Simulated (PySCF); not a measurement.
One molecule, one basis, several functionals.

1,3,4-thiadiazole, C2H2N2S.
InChI=1S/C2H2N2S/c1-3-4-2-5-1/h1-2H

PySCF, def2-SVPD basis, density fitting, gas phase, PBE0-D3(BJ)/def2-SVP geometry; singlet excitations by full TDDFT with frozen cores, triplets by Tamm–Dancoff TDDFT and ionisation energies by ΔSCF, from the lowest of the holes tried. One functional is left out:

| functional | exact exchange (%) | HOMO energy (eV) | LUMO energy (eV) | lowest singlet excitation (eV) | lowest triplet excitation (eV) | dipole moment (D) | mean polarisability (au) | vertical ionisation energy (eV) |
| --- | --- | --- | --- | --- | --- | --- | --- | --- |
| LDA | 0 | -6.36 | -2.57 | 3.98 | 3.66 | 3.231 | 54.2 | 9.94 |
| PBE | 0 | -6.30 | -2.34 | 4.12 | 3.74 | 3.098 | 53.9 | 9.81 |
| PBE0 | 25 | -7.85 | -1.40 | 4.75 | 4.25 | 3.282 | 51.9 | 10.05 |
| BHandHLYP | 50 | -9.34 | -0.32 | 5.30 | 4.19 | 3.478 | 50.7 | 10.14 |

Task: Predict the row of B3LYP (20 % exact exchange) by straight lines through the other rows, and check it.

Result: 
```
                       property   line  computed  computed − line  PBE0 (25 %), for comparison
               HOMO energy (eV)  -7.54     -7.56            -0.02                        -7.85
               LUMO energy (eV)  -1.60     -1.62            -0.02                        -1.40
 lowest singlet excitation (eV)   4.57      4.62            +0.05                         4.75
 lowest triplet excitation (eV)   3.97      4.17            +0.20                         4.25
              dipole moment (D)  3.280     3.328           +0.048                        3.282
       mean polarisability (au)   52.6      52.5             -0.1                         51.9
vertical ionisation energy (eV)   9.99     10.02            +0.03                        10.05
```

Task: Which of these properties follows the share of exact exchange most closely, and which least?

Result: Most closely the HOMO energy, least the lowest triplet excitation; the correlations over the tabulated rows are HOMO energy -1.000, LUMO energy 0.996, lowest singlet excitation 0.994, mean polarisability -0.987, dipole moment 0.931, vertical ionisation energy 0.916, lowest triplet excitation 0.862. The HOMO energy moves by -0.603 eV for every 10 %. Functionals with the same share still differ in their other parts: at 0 % LDA and PBE differ by 0.06 eV in it.
